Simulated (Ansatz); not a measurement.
**What each rung costs, and what it gives**

Saddle point of SiH$_{6}$F$_{2}$, singlet (SiH₄ + HF + HF → SiH₃F ([F][SiH3]) + HF + H₂; bonds formed: Si1–F7, H2–H8, H6–F9; bonds broken: Si1–H2, H6–F7, H8–F9), PBE0-D4/def2-TZVP structure:

```
9
angstrom
Si -0.8059 -0.3278 -0.4659
H 0.1406 -0.7258 0.8494
H -1.5170 -1.5504 0.0443
H -0.3493 -0.7673 -1.8004
H -1.8266 0.7247 -0.2843
H 1.2591 1.0575 0.1906
F 0.4482 1.1012 -0.6516
H 0.8746 -0.1791 1.0327
F 1.7765 0.6672 1.0854
```

Barriers are electronic and count from the start structure reached by relaxing down the imaginary mode.

Program: Ansatz 0.2.0. Basis: as named in each row. Cores are frozen in the correlated methods. B3LYP uses VWN-RPA correlation. Extrapolation: Hartree–Fock as exp(−7.88 √X), correlation as X^−2.97.

Times are rough, for one single point on 2 threads of a shared host (Intel Xeon Platinum 8259CL).

The estimate by CCSD(T) at an estimated basis limit (MP2 extrapolated from triple and quadruple zeta, plus CCSD(T) − MP2 in triple zeta) is 145.5 kJ/mol.

```csv
method,basis,time (s),barrier (kJ/mol),method less estimate
HF,STO-3G,under 1,264.2,118.8
PBE-D4,STO-3G,under 1,-55.8,-201.3
SPW92,def2-SVP,under 1,29.6,-115.8
B3LYP-D4,6-31G,under 1,126.9,-18.6
PBE0-D4,def2-SVP,under 1,108.1,-37.3
PBE-D4,def2-SVP,under 1,79.3,-66.1
SPW92,def2-TZVPP,1,48.4,-97.1
PBE-D4,def2-TZVPP,2,96.8,-48.6
BLYP-D4,def2-TZVPP,2,111.7,-33.8
CCSD(T),def2-SVP,2,156.3,10.9
PBE0-D4,def2-TZVPP,2,120.0,-25.5
B3LYP-D4,def2-TZVPP,2,127.1,-18.3
BHLYP-D4,def2-TZVPP,2,151.3,5.9
CAM-B3LYP-D4,def2-TZVPP,3,125.3,-20.1
wB97M-V,def2-SVP,3,113.6,-31.9
r2SCAN-D4,def2-TZVPP,3,104.4,-41.0
r2SCAN0-D4,def2-TZVPP,4,122.9,-22.5
RPA on PBE,def2-TZVPP,4,142.8,-2.7
PBE-QIDH,def2-TZVPP,5,135.6,-9.8
B2PLYP,def2-TZVPP,5,135.4,-10.1
B97M-V,def2-TZVPP,6,128.0,-17.5
wB97X-V,def2-TZVPP,6,132.1,-13.4
wB97M-V,def2-TZVPP,6,129.1,-16.4
MP2,def2-QZVPP,16,138.2,-7.3
CCSD(T),def2-TZVPP,37,146.4,0.9
```

All methods are single points on the PBE0-D4 structures; a negative value means that the method puts the saddle structure below the start.

No T1 diagnostic of these runs exceeds 0.013.

Labels in which every atom is bracketed show which atoms are joined, not bond orders.
